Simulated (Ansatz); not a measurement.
# AlH− (quartet): wave-function methods side by side, aug-cc-pVTZ

How much of the correlation energy of AlH− (quartet) does each wave-function method recover here?

Method: aug-cc-pVTZ, correlated electrons: outside noble gas; program: Ansatz 0.2.0, Gaussian basis.

The runs, in order: UHF; CCSD(T) on ROHF; CCSD(T) on UHF; BCCD(T) on ROHF; CCSDT(Q) on ROHF; CCSDT(Q) on UHF; CASSCF and MRCISD+Q, 5 electrons in 5 orbitals; CASSCF and NEVPT2, 5 electrons in 5 orbitals.

### 1 The system

The geometry is a PBE0/def2-TZVPD stationary point (not a proven minimum) of the parent state, kept for this charge and spin.

2 atoms, charge -1, spin multiplicity 4.

Atoms are counted from 1 here; the program's logs count them from 0.

Bond lengths: Al1–H2 1.706 Å.

In the tables R marks a restricted open-shell determinant and U an unrestricted one; 'valence' is the active space of 5 electrons in 5 orbitals; correlation energies count from the lowest restricted Hartree-Fock solution.

### 2 UHF

The input, in.yaml:

```yaml
crystal:
  periodic: [false, false, false]
  atoms:
    - {symbol: Al, position_ang: [0.000000, 0.000000, 0.000000]}
    - {symbol: H, position_ang: [0.000000, 0.000000, 1.706067]}
basis:
  gaussian: {orbitals: aug-cc-pVTZ}
total_charge: -1
magnetization: {spin_polarized: true, initial_magnetization: 3}
hamiltonian: {xc: hf}
output: {orbitals: {seedname: orbitals}}
```

The run is started by

```
ansatz run in.yaml --threads 1 --pin off --events-out ev --progress --plain --max-ram 4096MiB --backend cpu
```

The runs that follow: CCSD(T) on ROHF; CCSD(T) on UHF; BCCD(T) on ROHF; CCSDT(Q) on ROHF; CCSDT(Q) on UHF; CASSCF and MRCISD+Q, 5 electrons in 5 orbitals; CASSCF and NEVPT2, 5 electrons in 5 orbitals.

Before running them: what should the planned runs give, taken together? Wanted: correlation energy, UCCSDT(Q); RMP2 from UCCSDT(Q); UMP2 from UCCSDT(Q); RCCSD from UCCSDT(Q); RCCSD(T) from UCCSDT(Q); UCCSD(T) from UCCSDT(Q); RCCSDT(Q) from UCCSDT(Q); NEVPT2 valence from UCCSDT(Q); MRCISD+Q valence from UCCSDT(Q).

The runs gave:

| quantity | value |
| --- | --- |
| correlation energy, UCCSDT(Q) | -2.0365 eV |
| RMP2 from UCCSDT(Q) | +12.85 kcal/mol |
| UMP2 from UCCSDT(Q) | +12.73 kcal/mol |
| RCCSD from UCCSDT(Q) | +2.44 kcal/mol |
| RCCSD(T) from UCCSDT(Q) | +0.68 kcal/mol |
| UCCSD(T) from UCCSDT(Q) | +0.65 kcal/mol |
| RCCSDT(Q) from UCCSDT(Q) | +0.03 kcal/mol |
| NEVPT2 valence from UCCSDT(Q) | +13.39 kcal/mol |
| MRCISD+Q valence from UCCSDT(Q) | +0.81 kcal/mol |
| levels of the table within 1 kcal/mol (43 meV) | RCCSD(T), UCCSD(T), BCCD(T), RCCSDT, UCCSDT, RCCSDT(Q), MRCISD+Q valence |
| T1 diagnostic | 0.036 |
| effectively unpaired electrons | 3.01 |

In words: RCCSD(T) misses by +0.68 kcal/mol, 1.4 % of the correlation energy. One determinant dominates. Of the multireference levels listed MRCISD+Q valence comes nearest in total energy (+0.81 kcal/mol), which doesn't show that its space is the better one. These misses are within one basis, not against nature; the frozen cores of restricted and unrestricted runs differ, which can shift their rows.
